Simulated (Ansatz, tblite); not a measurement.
# The cluster B₃H₃−: rung by rung, part 2 of 2

How do method and basis change the picture of the cluster B₃H₃− (doublet)?

Ansatz 0.2.0, Gaussian basis; as each input shows. The steps go on from the part before.

### Step 17. PBE0-D4/def2-SVPD

in.yaml reads:

```yaml
crystal:
  periodic: [false, false, false]
  atoms:
    - {symbol: B, position_ang: [-0.431346, -0.691183, 0.427126]}
    - {symbol: B, position_ang: [0.213485, -0.271704, -0.921060]}
    - {symbol: B, position_ang: [0.301053, 0.856061, 0.143243]}
    - {symbol: H, position_ang: [-0.935781, -1.038556, 1.456057]}
    - {symbol: H, position_ang: [0.470049, -0.597185, -2.049473]}
    - {symbol: H, position_ang: [0.382541, 1.742567, 0.944097]}
basis:
  gaussian: {orbitals: def2-SVPD, initial_orbitals: start.molden}
total_charge: -1
magnetization: {spin_polarized: true, initial_magnetization: 1}
hamiltonian: {xc: pbe0, dispersion: d4}
scf: {omitted_lower_state_checks: [starts]}
output: {orbitals: {seedname: orbitals}}
```

On the command line:

```sh
ansatz run in.yaml --threads 4 --pin off --events-out ev --progress --plain --max-ram 3916MiB
```

Output:

```text
Functional definition: PBE0
  name "PBE0"
  cite "Adamo & Barone, J. Chem. Phys. 110, 6158 (1999) doi:10.1063/1.478522"
  cite "Perdew, Burke & Ernzerhof, Phys. Rev. Lett. 77, 3865 (1996) doi:10.1103/PhysRevLett.77.3865"
  parent pbe
  parameter a = 0.25
  parameter kappa = 0.804
  parameter beta = 0.06672455060314922
  exchange = (1 - a)*pbe_x(kappa = kappa, mu = beta*pi^2/3) + a*exact_x
  correlation = pbe_c(beta = beta)
these checks for a lower state are left out or cut short: starts
669 factors; their error is unknown
mean field evaluation 1: about -2071.0873 eV, gradient 2.5e0 eV
mean field evaluation 2: about -2071.1340 eV, gradient 4.9e-2 eV
mean field evaluation 4: about -2071.1322 eV, gradient 9.8e-5 eV
mean field -2071.13218988 eV, -76.1127041142 hartree, gradient 1.9e-5 eV, S^2 0.758836; 0 other end points of the search recorded, 0 dependent functions left out
reference -2071.13222538 eV, -76.1127054189 hartree; 10, 9 occupied and 74, 75 virtual orbitals, 669 factors
Total energy: -2071.21072373 eV, -76.1155901799 hartree
Checks for a lower state left out: starts
```

It took 0.8 s on 4 threads of Arm Neoverse V1, shared host.

Report: HOMO -0.18 eV, LUMO 3.10 eV (over both spins); ⟨S²⟩ 0.759 (pure: 0.75).

### Step 18. CCSD(T)/def2-TZVPPD

in.yaml: that of step 17 with these lines changed.

```diff
@@ -10,7 +10,7 @@
 basis:
-  gaussian: {orbitals: def2-SVPD, initial_orbitals: start.molden}
+  gaussian: {orbitals: "def2-TZVPPD.json", initial_orbitals: start.molden}
 total_charge: -1
 magnetization: {spin_polarized: true, initial_magnetization: 1}
-hamiltonian: {xc: pbe0, dispersion: d4}
-scf: {omitted_lower_state_checks: [starts]}
+correlation: {method: ccsd_t}
+scf: {omitted_lower_state_checks: [starts, cluster_reference]}
 output: {orbitals: {seedname: orbitals}}
```

Same command.

Output (excerpt; [...] marks lines left out):

```text
Functional definition: HF
  name "HF"
  cite "Fock, Z. Phys. 61, 126 (1930) doi:10.1007/BF01340294"
  parent pbe
[...]
935 factors; integrals over basis functions are off by at most 1.2e-3 eV
[...]
mean field -2060.36452692 eV, -75.7169997992 hartree, gradient 2.7e-6 eV, S^2 0.782050; 0 other end points of the search recorded, 0 dependent functions left out
3 core orbitals not correlated: weight in the atoms' cores, before any rotation towards them, 1.000 or more for the frozen orbitals, at most 0.000 for the correlated occupied ones
reference -2060.36452692 eV, -75.7169997992 hartree; 7, 6 occupied and 152, 153 virtual orbitals, 935 factors
second order -8.71010257 eV of doubles, -0.00000000 eV of singles
cycle   1  -9.14737179 eV  change   -4.4e-1 eV  update   8.1e-2
[...]
cycle  11  -9.49566720 eV  change   -5.0e-6 eV  update   1.2e-5
perturbative correction -0.53207012 eV, -0.0195532163 hartree
Total energy: -2070.39226425 eV, -76.0855123488 hartree
Checks for a lower state left out: starts, cluster_reference
```

It took 31 s on 4 threads of Arm Neoverse V1, shared host; peak memory 2.9 GiB.

Hartree-Fock HOMO -2.33 eV, LUMO 4.59 eV (over both spins); ⟨S²⟩ 0.782 (pure: 0.75); T1 0.019.

### Step 19. MP2/def2-TZVPD

in.yaml: that of step 18 with these lines changed.

```diff
@@ -10,7 +10,7 @@
 basis:
-  gaussian: {orbitals: "def2-TZVPPD.json", initial_orbitals: start.molden}
+  gaussian: {orbitals: def2-TZVPD, initial_orbitals: start.molden}
 total_charge: -1
 magnetization: {spin_polarized: true, initial_magnetization: 1}
-correlation: {method: ccsd_t}
-scf: {omitted_lower_state_checks: [starts, cluster_reference]}
+correlation: {method: mp2}
+scf: {omitted_lower_state_checks: [starts]}
 output: {orbitals: {seedname: orbitals}}
```

The command is unchanged.

Output:

```text
Functional definition: HF
  name "HF"
  cite "Fock, Z. Phys. 61, 126 (1930) doi:10.1007/BF01340294"
  parent pbe
  exchange = exact_x
  correlation = 0
these checks for a lower state are left out or cut short: starts
913 factors; integrals over basis functions are off by at most 8.8e-4 eV
mean field evaluation 1: about -2059.9723 eV, gradient 1.0e1 eV
mean field evaluation 2: about -2060.3132 eV, gradient 3.3e-1 eV
mean field evaluation 4: about -2060.3514 eV, gradient 3.5e-3 eV
mean field evaluation 8: about -2060.3514 eV, gradient 2.9e-6 eV
mean field -2060.35142170 eV, -75.7165181912 hartree, gradient 3.0e-6 eV, S^2 0.782048; 0 other end points of the search recorded, 0 dependent functions left out
3 core orbitals not correlated: weight in the atoms' cores, before any rotation towards them, 1.000 or more for the frozen orbitals, at most 0.000 for the correlated occupied ones
reference -2060.35142170 eV, -75.7165181912 hartree; 7, 6 occupied and 128, 129 virtual orbitals, 913 factors
second order -8.53110224 eV of doubles, -0.00000000 eV of singles
Total energy: -2068.88252395 eV, -76.0300304161 hartree
Checks for a lower state left out: starts
```

Wall time 0.9 s (4 threads of Arm Neoverse V1, shared host).

From the report: Hartree-Fock HOMO -2.32 eV, LUMO 4.60 eV (over both spins); ⟨S²⟩ 0.782 (pure: 0.75).

### Step 20. RPA/def2-TZVPD

in.yaml: that of step 19 with these lines changed.

```diff
@@ -13,4 +13,4 @@
 magnetization: {spin_polarized: true, initial_magnetization: 1}
-correlation: {method: mp2}
+hamiltonian: {xc: pbe}
+correlation: {method: rpa}
 scf: {omitted_lower_state_checks: [starts]}
-output: {orbitals: {seedname: orbitals}}
```

Launched as before.

Output:

```text
Functional definition: PBE
  name "PBE"
  cite "Perdew, Burke & Ernzerhof, Phys. Rev. Lett. 77, 3865 (1996) doi:10.1103/PhysRevLett.77.3865"
  parent pbe
  parameter kappa = 0.804
  parameter beta = 0.06672455060314922
  exchange = pbe_x(kappa = kappa, mu = beta*pi^2/3)
  correlation = pbe_c(beta = beta)
these checks for a lower state are left out or cut short: starts
913 factors; integrals over basis functions are off by at most 8.8e-4 eV
mean field evaluation 1: about -2072.8079 eV, gradient 3.7e0 eV
mean field evaluation 2: about -2072.8540 eV, gradient 5.4e-2 eV
mean field evaluation 4: about -2072.8543 eV, gradient 1.7e-4 eV
mean field -2072.85431422 eV, -76.1759910163 hartree, gradient 1.5e-6 eV, S^2 0.755565; 0 other end points of the search recorded, 0 dependent functions left out
3 core orbitals not correlated: weight in the atoms' cores, before any rotation towards them, 1.000 or more for the frozen orbitals, at most 0.000 for the correlated occupied ones
reference -2059.71089626 eV, -75.6929793155 hartree; 7, 6 occupied and 128, 129 virtual orbitals, 913 factors
Total energy: -2075.28786414 eV, -76.2654223264 hartree
Checks for a lower state left out: starts
```

Run time: 1.9 s. Hardware: 4 threads of Arm Neoverse V1, shared host.

Report: ⟨S²⟩ 0.756 (pure: 0.75).

### Step 21. Levels side by side

```tsv
level	functions	HOMO (eV)	LUMO (eV)	gap (eV)	⟨S²⟩	time
LDA/def2-TZVPD	138	0.78	1.64	0.86	0.753	0.71 s
PBE-D4/def2-SVPD	84	0.91	2.14	1.23	0.755	0.76 s
PBE-D4/def2-TZVPD	138	0.81	2.04	1.24	0.756	1.5 s
revPBE-D4/def2-TZVPD	138	0.85	2.15	1.30	0.756	1.4 s
r2SCAN-D4/def2-TZVPD	138	0.50	2.56	2.07	0.762	2.6 s
r2SCANh-D4/def2-TZVPD	138	0.09	2.88	2.79	0.763	2.7 s
B3LYP-D4/def2-TZVPD	138	0.02	2.69	2.67	0.756	1.6 s
PBE0-D4/def2-SVPD	84	-0.18	3.10	3.28	0.759	0.8 s
PBE0-D4/def2-TZVPD	138	-0.26	3.00	3.26	0.759	1.6 s
CAM-B3LYP-D4/def2-TZVPD	138	-1.44	3.86	5.30	0.759	3.1 s
PBE+5HF/def2-TZVPD	138	0.60	2.24	1.64	0.756	1.5 s
PBE+10HF/def2-TZVPD	138	0.39	2.43	2.05	0.757	1.5 s
PBE+15HF/def2-TZVPD	138	0.17	2.62	2.45	0.758	1.5 s
PBE+35HF/def2-TZVPD	138	-0.70	3.36	4.06	0.761	1.5 s
PBE+50HF/def2-TZVPD	138	-1.36	3.85	5.21	0.763	1.5 s
```

The pieces so far (eV):

```tsv
basis	HF	MP2 correlation	CCSD correlation	(T)	total
def2-TZVPPD	-2060.3645	-8.7101	-9.4957	-0.5321	-2070.3923
def2-TZVPD	-2060.3514	-8.5311			-2068.8825 (MP2)
```

### Step 22. Summary of results

The summary covers parts 1 to 2.

```
                                                   quantity                                  value
 gap in def2-TZVPD, named functionals, smallest and largest  0.86 eV (LDA), 5.30 eV (CAM-B3LYP-D4)
                       gap over the share of exact exchange           1.24 eV at 0, 5.21 eV at 0.5
                    correlation energy, CCSD(T)/def2-TZVPPD                              -10.03 eV
                         correlation energy, MP2/def2-TZVPD                               -8.53 eV
⟨S²⟩ in def2-TZVPD, named functionals, smallest and largest                           0.753, 0.763
            PBE0 total energy, smallest basis above largest        2.19 eV (def2-SVPD, def2-TZVPD)
```

Over the named functionals in def2-TZVPD the gap runs from 0.86 eV (LDA) to 5.30 eV (CAM-B3LYP-D4); exact exchange widens it. Raising the share of exact exchange from 0 to 0.5 moves the HOMO by -2.17 eV and the LUMO by +1.80 eV. Over the named functionals in def2-TZVPD spin contamination reaches 0.01 (r2SCANh-D4), which is small. LDA, PBE-D4, revPBE-D4, r2SCAN-D4, r2SCANh-D4, B3LYP-D4 put the HOMO above zero; others here keep it below zero, so the sign hangs on the functional's self-interaction and doesn't show that the species is unbound.

The slowest run with a step of its own, CCSD(T)/def2-TZVPPD, took 31 s; the quickest functional in def2-TZVPD took 0.71 s (shared host).
